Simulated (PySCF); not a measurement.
Work out the structure from these simulated measurements.

Elements present: C, F, H, N and S. Monoisotopic mass: 103.9844 u.

* Dipole: 3.00 D [PBE0/def2-SVPD]
* Rotational structure: rotational constants A, B, C: 7.783, 2.778, 2.048 GHz [PBE0-D3(BJ)/def2-SVP]
* 13C NMR: chemical shifts (computed TMS as zero) by class: 184.0 (1 C), 175.9 (1 C) ppm [GIAO B97-2/pcSseg-2]
* NMR, other nuclei: isotropic shieldings of nuclei other than C and H, by class: -59 (1 N), 5 (1 N), 259 (1 F), 62 (1 S) ppm [GIAO B97-2/pcSseg-2]
* 1H NMR: chemical shifts (computed TMS as zero) by class: 9.44 (1 H) ppm [GIAO B97-2/pcSseg-2]
* UV, strongest line: among the 10 lowest singlet transitions: S2 at 5.75 eV (216 nm, f = 0.088) [TDDFT PBE0/def2-SVPD]

Gas-phase values; electronic properties from PySCF, density fitting. Levels stand in brackets. Isolated species at its PBE0-D3(BJ)/def2-SVP geometry, gas phase. Each NMR value is the plain mean over a class of atoms that symmetry, rotation or inversion makes alike.

Question: Which formula fits the mass and the elements?

Answer: C2HFN2S (calculated 103.9844). No other formula that holds each of these elements comes within 0.0003 u with a fitting electron parity and a possible valence count.

Question: Give a SMILES that accounts for the data.

Answer: Numbering: `[F:1][c:2]1[n:3][cH:4][s:5][n:6]1`. Its formula, C2HFN2S, gives 3 degrees of unsaturation: 1 ring and 2 π bonds in the structure found (Kekulé form). 2 carbons fall into 2 classes; from least to most shielded: aromatic CH next to a ring nitrogen [C4] (184.0 ppm), aromatic C–F carbon [C2] (175.9 ppm). The one hydrogen (9.44 ppm): aromatic hydrogen. The other shieldings belong to: -59 ppm, pyridine-type nitrogen [N3]; 5 ppm, pyridine-type nitrogen [N6]; 259 ppm, aryl fluorine [F1]; 62 ppm, ring sulfur [S5]. The optimised geometry has point group Cs and is an asymmetric top. Structure: `Fc1ncsn1`. Computed isomers that give other values at the same levels: `Fc1ncns1` (rotational constant A: 5.844 GHz; this holds for the one conformer computed). The assignments are read from this structure; whether some other isomer fits the data as well wasn't checked.
